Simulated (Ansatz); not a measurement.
System: zinc-blende HgS (metastable phase). Method: PBEsol (Ansatz, a first-principles code, plane waves, PAW).

Settings: plane-wave cutoff 520 eV, 20×20×20 k mesh, Fermi–Dirac smearing 0.05 eV, perturbation theory, scalar-relativistic PAW data made under PBE.

Computed at the level's own relaxed cell.

Space group F-43m (No. 216); a = b = c = 5.8757 Å, α = β = γ = 90.00°

```csv
atom,site,symmetry,x,y,z
Hg,4a,-43m,0.0000,0.0000,0.0000
S,4c,-43m,0.2500,0.2500,0.2500
```
(The calculation used a cell of 2 atoms; values per cell refer to that cell.)

Harmonic phonon frequencies (cm⁻¹; i marks an imaginary mode; at Γ without the LO shift):

```tsv
q point	frequencies
Γ	0 0 0 170 170 170
X	24 24 99 257 257 271
L	24 24 90 218 218 285
```

Measured, for comparison: zone-centre TO phonon frequency 177 cm⁻¹ (temperature not stated, no zero-point or thermal correction; as tabulated in Szuszkiewicz, Witkowska, Jouanne, Raman spectroscopy of cubic HgS:Fe, Acta …). Computed (rounded) less measured: zone-centre TO phonon frequency -4 %.

No imaginary mode appears at these points.

Note: the solid has no gap at this level, which affects its response.
